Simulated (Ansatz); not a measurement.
A calculation with Ansatz (development build ahead of 0.2.0).

```yaml
crystal:
  periodic: [false, false, false]
  atoms:
    - { symbol: H, position_ang: [0.0, 0.0, 0.5] }
    - { symbol: F, position_ang: [0.0, 0.0, -0.5] }
basis:
  gaussian: { orbitals: cc-pVDZ }
total_charge: 1
magnetization:
  spin_polarized: true
  initial_magnetization: 1
hamiltonian:
  xc: hf
correlation:
  method: ccsd_t
  frozen_orbitals: { F: 1, H: 0 }
```

The input is written out in the form of the current development build from the run's settings.

Output:

```yaml
Converged: yes
Reference_energy: -99.50300 hartree
CCSD_correlation_energy: -0.16259 hartree
Triples_correction: -0.00163 hartree
Total_energy: -99.66723 hartree
Spin_squared_of_the_determinant: 0.754
```
